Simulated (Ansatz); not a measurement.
# Al2H (quartet): the correlation ladder at angle Al2–Al1–H3 = 136.4°, 6-31G

Aim: climb from Hartree-Fock through coupled cluster and multireference methods for Al2H (quartet) at one geometry and basis, and see what each rung misses.

Program: Ansatz 0.2.0, Gaussian basis. Level of theory: 6-31G, core rule «outside noble gas», up to 10 orbitals frozen. These are calculated values, not measurements.

The runs, in order: UHF; CCSD(T) on ROHF; CCSD(T) on UHF; BCCD(T) on ROHF; CISD; CCSDT(Q) on ROHF; CCSDT(Q) on UHF; CCSDTQ on ROHF; CCSDTQ on UHF; CASSCF and MRCISD+Q, 5 electrons in 5 orbitals; CASSCF and NEVPT2, 5 electrons in 5 orbitals; CASSCF and MRCISD+Q, 7 electrons in 9 orbitals; CASSCF and NEVPT2, 7 electrons in 9 orbitals; Full CI.

14 further runs of the same task are left out: 1 for a mislabelled method, 11 that didn't finish, 2 set aside as unsound or not needed.

**1. The system**

The geometry derives from a PBE0/def2-TZVP stationary point (not a proven minimum). One angle is set to the value named; bond lengths are kept.

3 atoms, charge 0, spin multiplicity 4.

Atoms are counted from 1 here; the program's logs count them from 0.

Bond lengths: Al1–Al2 2.360 Å, Al1–H3 1.583 Å. Angles: Al2–Al1–H3 136.4°.

**2. UHF**

in.yaml reads:

```yaml
crystal:
  periodic: [false, false, false]
  atoms:
    - {symbol: Al, position_ang: [-0.441036, 0.000000, 1.048760]}
    - {symbol: Al, position_ang: [0.435547, 0.000000, -1.142853]}
    - {symbol: H, position_ang: [0.146931, 0.000000, 2.518782]}
basis:
  gaussian: {orbitals: 6-31G}
magnetization: {spin_polarized: true, initial_magnetization: 3}
hamiltonian: {xc: hf}
output: {orbitals: {seedname: orbitals}}
```

The run is started by

```sh
> ansatz run in.yaml --threads 1 --pin off --events-out ev --progress --plain --max-ram 2393MiB
```

Further steps of the session: CCSD(T) on ROHF; CCSD(T) on UHF; BCCD(T) on ROHF; CISD; CCSDT(Q) on ROHF; CCSDT(Q) on UHF; CCSDTQ on ROHF; CCSDTQ on UHF; CASSCF and MRCISD+Q, 5 electrons in 5 orbitals; CASSCF and NEVPT2, 5 electrons in 5 orbitals; CASSCF and MRCISD+Q, 7 electrons in 9 orbitals; CASSCF and NEVPT2, 7 electrons in 9 orbitals; Full CI.

**Question.** What will the summary of the whole plan be? Wanted: FCI below the RHF energy; RMP2 from FCI; UMP2 from FCI; RCCSD from FCI; RCCSD(T) from FCI; UCCSD(T) from FCI; RCCSDT(Q) from FCI; UCCSDT(Q) from FCI; MRCISD+Q pair from FCI.

As calculated:

```
                         quantity                                                                                                                                 value
         FCI below the RHF energy                                                                                                                            -1.9818 eV
                    RMP2 from FCI                                                                                                                       +16.39 kcal/mol
                    UMP2 from FCI                                                                                                                       +16.05 kcal/mol
                   RCCSD from FCI                                                                                                                        +1.85 kcal/mol
                RCCSD(T) from FCI                                                                                                                        +0.68 kcal/mol
                UCCSD(T) from FCI                                                                                                                        +0.66 kcal/mol
               RCCSDT(Q) from FCI                                                                                                                        +0.05 kcal/mol
               UCCSDT(Q) from FCI                                                                                                                        +0.04 kcal/mol
           MRCISD+Q pair from FCI                                                                                                                        +0.17 kcal/mol
          NEVPT2 valence from FCI                                                                                                                        +3.60 kcal/mol
        MRCISD+Q valence from FCI                                                                                                                        +0.10 kcal/mol
levels within 1 kcal/mol (43 meV)  RCCSD(T), UCCSD(T), BCCD(T), RCCSDT, UCCSDT, RCCSDT(Q), UCCSDT(Q), RCCSDTQ, UCCSDTQ, MRCISD+Q pair, MRCISD valence, MRCISD+Q valence
                    T1 diagnostic                                                                                                                                 0.057
   effectively unpaired electrons                                                                                                                                  3.05
```

In words: RCCSD(T) misses by +0.68 kcal/mol, 1.5 % of the correlation energy. The occupations are near whole numbers, but T1 = 0.057 shows that the orbitals relax strongly. Of the multireference levels listed MRCISD+Q valence comes nearest in total energy (+0.10 kcal/mol), which doesn't show that its space is the better one. These misses are within one basis, not against nature; the frozen cores of restricted and unrestricted runs differ, which can shift their rows.
